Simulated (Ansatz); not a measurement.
System: rutile SnO₂. Method: r²SCAN+SOC (plane waves, PAW; Ansatz, a first-principles code).

Run with plane-wave cutoff 600 eV, 6×6×8 k mesh (along the axes of the cell as run), PAW data made under PBE.

Cell (relaxed at this level):

```yaml
crystal:
  lattice:
    - [4.75950, 0.00000, 0.00000]
    - [0.00000, 4.75950, 0.00000]
    - [0.00000, 0.00000, 3.20036]
  atoms:
    - { symbol: Sn, position: [0.00000, 0.00000, 0.00000] }
    - { symbol: Sn, position: [0.50000, 0.50000, 0.50000] }
    - { symbol: O, position: [0.30591, 0.30591, 0.00000] }
    - { symbol: O, position: [0.80591, 0.19409, 0.50000] }
    - { symbol: O, position: [0.19409, 0.80591, 0.50000] }
    - { symbol: O, position: [0.69409, 0.69409, 0.00000] }
```

### Question
What does this level give for the Voigt–Reuss–Hill bulk modulus, elastic constant C11, elastic constant C44, elastic constant C13, elastic constant C12, elastic constant C33 and elastic constant C66?

### Answer

- Voigt–Reuss–Hill bulk modulus = 207 GPa
- elastic constant C11 = 254 GPa
- elastic constant C44 = 99.4 GPa
- elastic constant C13 = 152 GPa
- elastic constant C12 = 175 GPa
- elastic constant C33 = 438 GPa
- elastic constant C66 = 205 GPa

Measured, for comparison: elastic constant C11 262 GPa, elastic constant C44 103 GPa, elastic constant C13 156 GPa, elastic constant C12 177 GPa, elastic constant C33 450 GPa, elastic constant C66 207 GPa (temperature not stated, not corrected to a static lattice; as tabulated in Oses et al. (2018), arXiv:1811.08464). Computed (rounded) less measured: elastic constant C11 -3 %, elastic constant C44 -3 %, elastic constant C13 -3 %, elastic constant C12 -1 %, elastic constant C33 -3 %, elastic constant C66 -1.0 %.

Elastic constants are with the ions relaxed.

The computed numbers hold no vibrational or temperature effects.

Cost on a shared machine: around 4 core-hours (rough).
